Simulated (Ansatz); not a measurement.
A short molecular-dynamics run on the cluster C₃H₂.

```yaml
crystal:
  periodic: [false, false, false]
  atoms:
    - {symbol: C, position_ang: [0.347427, 0.517265, 0.222565]}
    - {symbol: C, position_ang: [-0.403903, -0.487659, -0.191971]}
    - {symbol: C, position_ang: [0.971835, -0.509432, -0.526434]}
    - {symbol: H, position_ang: [-1.365989, -0.974965, -0.253219]}
    - {symbol: H, position_ang: [0.450620, 1.454801, 0.749069]}
basis:
  gaussian: {orbitals: "6-31G*"}
hamiltonian: {xc: {name: PBE}, dispersion: d3bj}
md: {timestep: 0.5 fs, n_steps: 15, ensemble: nvt_langevin, temperature: 500, initial_velocities: maxwell_boltzmann, friction: 0.01, seed: 103}
scf: {omitted_lower_state_checks: [starts]}
```

```sh
$ ansatz run in.yaml --threads 4 --pin off --events-out ev --progress --plain --max-ram 3916MiB
```

| step | time (fs) | potential energy (eV) | kinetic (eV) | T (K) |
| --- | --- | --- | --- | --- |
| 0 | 0.0 | -3134.6706 | 0.2585 | 400 |
| 1 | 0.5 | -3134.6801 | 0.2418 | 374 |
| 2 | 1.0 | -3134.6811 | 0.2477 | 383 |
| 3 | 1.5 | -3134.6734 | 0.2490 | 385 |
| 4 | 2.0 | -3134.6596 | 0.2188 | 339 |
| 5 | 2.5 | -3134.6416 | 0.2088 | 323 |
| 6 | 3.0 | -3134.6216 | 0.1672 | 259 |
| 7 | 3.5 | -3134.6027 | 0.1515 | 234 |
| 8 | 4.0 | -3134.5853 | 0.1343 | 208 |
| 9 | 4.5 | -3134.5707 | 0.1270 | 197 |
| 10 | 5.0 | -3134.5610 | 0.1100 | 170 |
| 11 | 5.5 | -3134.5549 | 0.0962 | 149 |
| 12 | 6.0 | -3134.5517 | 0.0952 | 147 |
| 13 | 6.5 | -3134.5486 | 0.0927 | 143 |
| 14 | 7.0 | -3134.5413 | 0.0893 | 138 |
| 15 | 7.5 | -3134.5292 | 0.0810 | 125 |

Velocities are drawn at the set temperature; a run this short doesn't reach equilibrium. Under Langevin dynamics the printed temperature counts 3N degrees of freedom, so it starts below the set value.

The 6-31G sets use Cartesian d functions.

Frames (Å, forces in eV/Å):

```xyz
5
time=0.0 fs
C     0.347    0.517    0.223   -0.002    0.712    0.419
C    -0.404   -0.488   -0.192   -0.766   -0.310   -0.003
C     0.972   -0.509   -0.526    1.118   -0.586   -0.605
H    -1.366   -0.975   -0.253   -0.379   -0.181   -0.018
H     0.451    1.455    0.749    0.029    0.365    0.207
5
time=0.5 fs
C     0.346    0.516    0.225    0.168    0.984    0.425
C    -0.407   -0.487   -0.192   -0.644   -0.394   -0.019
C     0.975   -0.511   -0.528    0.815   -0.493   -0.465
H    -1.370   -0.978   -0.251   -0.282   -0.109   -0.017
H     0.467    1.473    0.735   -0.057    0.013    0.076
5
time=1.0 fs
C     0.345    0.515    0.227    0.342    1.251    0.414
C    -0.409   -0.486   -0.192   -0.551   -0.491   -0.035
C     0.979   -0.512   -0.529    0.524   -0.399   -0.325
H    -1.375   -0.983   -0.250   -0.167   -0.028   -0.015
H     0.482    1.491    0.721   -0.147   -0.334   -0.038
5
time=1.5 fs
C     0.344    0.514    0.229    0.518    1.502    0.377
C    -0.411   -0.486   -0.192   -0.489   -0.596   -0.049
C     0.983   -0.514   -0.530    0.247   -0.305   -0.188
H    -1.380   -0.986   -0.248   -0.037    0.058   -0.014
H     0.497    1.509    0.705   -0.239   -0.659   -0.124
5
time=2.0 fs
C     0.344    0.513    0.231    0.684    1.682    0.295
C    -0.413   -0.485   -0.192   -0.420   -0.683   -0.056
C     0.988   -0.516   -0.531   -0.020   -0.210   -0.053
H    -1.385   -0.988   -0.245    0.078    0.133   -0.017
H     0.509    1.525    0.688   -0.321   -0.922   -0.169
5
time=2.5 fs
C     0.343    0.512    0.233    0.838    1.817    0.190
C    -0.415   -0.485   -0.192   -0.348   -0.762   -0.060
C     0.992   -0.518   -0.532   -0.279   -0.118    0.078
H    -1.391   -0.990   -0.241    0.184    0.200   -0.022
H     0.521    1.539    0.671   -0.395   -1.136   -0.186
5
time=3.0 fs
C     0.342    0.512    0.235    0.969    1.906    0.073
C    -0.417   -0.485   -0.191   -0.254   -0.821   -0.060
C     0.996   -0.519   -0.533   -0.528   -0.036    0.199
H    -1.396   -0.990   -0.237    0.271    0.253   -0.030
H     0.530    1.551    0.655   -0.457   -1.301   -0.182
5
time=3.5 fs
C     0.341    0.512    0.237    1.056    1.911   -0.072
C    -0.419   -0.484   -0.191   -0.115   -0.836   -0.045
C     1.000   -0.521   -0.533   -0.761    0.041    0.311
H    -1.400   -0.990   -0.233    0.323    0.287   -0.042
H     0.537    1.561    0.639   -0.503   -1.403   -0.152
5
time=4.0 fs
C     0.341    0.512    0.239    1.099    1.833   -0.249
C    -0.421   -0.484   -0.192    0.053   -0.807   -0.007
C     1.004   -0.522   -0.534   -0.975    0.120    0.417
H    -1.404   -0.990   -0.228    0.357    0.312   -0.056
H     0.543    1.568    0.624   -0.534   -1.459   -0.106
5
time=4.5 fs
C     0.340    0.513    0.241    1.115    1.687   -0.445
C    -0.423   -0.484   -0.192    0.251   -0.741    0.039
C     1.008   -0.524   -0.534   -1.174    0.199    0.521
H    -1.408   -0.987   -0.223    0.356    0.313   -0.072
H     0.546    1.574    0.608   -0.548   -1.459   -0.042
5
time=5.0 fs
C     0.340    0.513    0.244    1.105    1.453   -0.659
C    -0.425   -0.483   -0.192    0.471   -0.654    0.083
C     1.011   -0.525   -0.535   -1.365    0.276    0.621
H    -1.411   -0.983   -0.218    0.329    0.296   -0.089
H     0.548    1.576    0.594   -0.540   -1.372    0.044
5
time=5.5 fs
C     0.340    0.514    0.245    1.056    1.143   -0.878
C    -0.428   -0.483   -0.191    0.711   -0.549    0.126
C     1.013   -0.527   -0.536   -1.540    0.343    0.709
H    -1.414   -0.978   -0.213    0.283    0.269   -0.104
H     0.548    1.574    0.581   -0.510   -1.205    0.146
5
time=6.0 fs
C     0.341    0.515    0.247    0.968    0.753   -1.100
C    -0.430   -0.483   -0.191    0.986   -0.404    0.178
C     1.016   -0.528   -0.537   -1.690    0.400    0.785
H    -1.416   -0.971   -0.207    0.195    0.215   -0.120
H     0.546    1.569    0.569   -0.459   -0.964    0.258
5
time=6.5 fs
C     0.341    0.516    0.249    0.849    0.287   -1.328
C    -0.432   -0.484   -0.190    1.301   -0.224    0.232
C     1.018   -0.530   -0.538   -1.818    0.450    0.850
H    -1.417   -0.964   -0.200    0.054    0.133   -0.138
H     0.542    1.562    0.559   -0.387   -0.646    0.384
5
time=7.0 fs
C     0.342    0.517    0.250    0.711   -0.206   -1.548
C    -0.434   -0.484   -0.190    1.648   -0.025    0.288
C     1.020   -0.531   -0.539   -1.928    0.492    0.904
H    -1.417   -0.955   -0.194   -0.124    0.034   -0.154
H     0.537    1.555    0.551   -0.307   -0.295    0.510
5
time=7.5 fs
C     0.343    0.518    0.251    0.553   -0.723   -1.763
C    -0.436   -0.484   -0.189    1.995    0.179    0.346
C     1.021   -0.532   -0.539   -2.018    0.524    0.947
H    -1.416   -0.946   -0.188   -0.310   -0.066   -0.168
H     0.530    1.547    0.543   -0.220    0.085    0.637
```

It took 1.8 s on 4 threads of AMD EPYC 9B45 on a shared host.
